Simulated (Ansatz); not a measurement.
vinyl chloride (C2H3Cl), singlet, geometry from GFN2-xTB; Ansatz (a quantum-chemistry and plane-wave program) with PBE/cc-pVDZ.

Input for Ansatz:
Ansatz 0.2 input:
```yaml
crystal:
  periodic: [false, false, false]
  atoms:
    - {symbol: C, position_ang: [-0.00166171, 0.75402237, -0.00088725]}
    - {symbol: C, position_ang: [1.28837330, 1.02145870, -0.01345388]}
    - {symbol: Cl, position_ang: [-0.62447944, -0.84989830, 0.00694605]}
    - {symbol: H, position_ang: [-0.77301421, 1.50855401, 0.00553160]}
    - {symbol: H, position_ang: [2.03491225, 0.24685501, -0.01961314]}
    - {symbol: H, position_ang: [1.63398290, 2.03997571, -0.01795455]}
basis:
  gaussian:
    orbitals: cc-pVDZ
hamiltonian:
  xc: pbe
```

It wrote (shortened):

```
Functional definition: PBE
798 factors; their error is unknown
mean field evaluation 1: about -14629.6766 eV, gradient 5.2e1 eV
mean field evaluation 2: about -14617.7886 eV, gradient 8.0e1 eV
mean field evaluation 4: about -14636.5254 eV, gradient 1.3e1 eV
mean field evaluation 8: about -14636.9205 eV, gradient 1.9e-1 eV
mean field evaluation 16: about -14636.9206 eV, gradient 6.4e-5 eV
mean field -14636.92062471 eV, -537.8969116971 hartree, gradient 6.4e-5 eV, S^2 0.000000; 0 other end points of the search recorded, 0 dependent functions left out
reference -14636.92064969 eV, -537.8969126151 hartree; 16, 16 occupied and 45, 45 virtual orbitals, 798 factors
Total energy: -14636.92064969 eV, -537.8969126151 hartree
```
